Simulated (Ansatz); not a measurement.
# AlSiH (triplet): from Hartree-Fock to the top rungs, cc-pVDZ

The task here is to estimate one member of a computed series from the others.

The runs use Ansatz 0.2.0, Gaussian basis; cc-pVDZ, core rule «outside noble gas», up to 10 orbitals frozen.

Plan: UHF; CCSD(T) on ROHF; CCSD(T) on UHF; BCCD(T) on ROHF; CISD as a restricted active space (open shells left free, so some higher excitations enter); CCSDT(Q) on ROHF; CCSDT(Q) on UHF; CASSCF and MRCISD+Q, 8 electrons in 9 orbitals; CASSCF and NEVPT2, 8 electrons in 9 orbitals.

25 further runs of the same task are left out: 4 for a known fault of the program, 6 that didn't finish, 15 set aside as unsound or not needed. Runs told in other sessions of the task aren't counted.

## The geometry

The geometry is a PBE0/def2-TZVP stationary point (not a proven minimum).

3 atoms, charge 0, spin multiplicity 3.

Atoms are counted from 1 here; the program's logs count them from 0.

Bond lengths: Si1–Al2 2.333 Å, Al2–H3 1.599 Å. Angles: Si1–Al2–H3 180.0°.

The first run:

in.yaml

```yaml
crystal:
  periodic: [false, false, false]
  atoms:
    - {symbol: Si, position_ang: [0.000000, 0.000000, 2.088600]}
    - {symbol: Al, position_ang: [0.000000, 0.000000, -0.244867]}
    - {symbol: H, position_ang: [0.000000, 0.000000, -1.843733]}
basis:
  gaussian: {orbitals: cc-pVDZ}
magnetization: {spin_polarized: true, initial_magnetization: 2}
hamiltonian: {xc: hf}
output: {orbitals: {seedname: orbitals}}
```

Started as:

```sh
> ansatz run in.yaml --threads 1 --pin off --events-out ev --progress --plain --max-ram 2393MiB
```

Among the steps run: UHF; CCSD(T) on ROHF; CCSD(T) on UHF; BCCD(T) on ROHF; CISD as a restricted active space (open shells left free, so some higher excitations enter); CCSDT(Q) on ROHF; CCSDT(Q) on UHF; CASSCF and MRCISD+Q, 8 electrons in 9 orbitals; CASSCF and NEVPT2, 8 electrons in 9 orbitals.

One table of the session follows, with a row left open; its other results are not shown here.

It belongs to the step «Misses and costs». 

| method | from UCCSDT(Q) (meV) |
| --- | --- |
| ROHF | ? |
| UHF | +4213.5 |
| RMP2 | +1051.5 |
| UMP2 | +1085.5 |
| CISD | +479.7 |
| RCCSD | +226.2 |
| UCCSD | +223.8 |
| RCCSD(T) | +56.3 |
| UCCSD(T) | +57.2 |
| BCCD(T) | +57.9 |
| RCCSDT | +12.9 |
| UCCSDT | +12.6 |
| RCCSDT(Q) | +0.9 |
| UCCSDT(Q) | 0 |
| CASSCF valence | +2577.0 |
| NEVPT2 valence | +728.0 |
| MRCISD valence | +176.7 |
| MRCISD+Q valence | +7.5 |

**Question.** Estimate the row for ROHF.

As computed: from UCCSDT(Q) (meV): +4314.6. In the column «from UCCSDT(Q) (meV)» it is the highest.

With the free atoms at the same levels and basis (separate runs), the atomisation energy is 4.628 eV at UCCSDT(Q), 4.595 eV at RCCSD(T), 4.593 eV at UCCSD(T), 3.595 eV at ROHF.

To keep in mind: Restricted and unrestricted rows rest on different reference determinants; a gap between their highest levels can come from leftover correlation error, from unlike frozen cores or from another state.
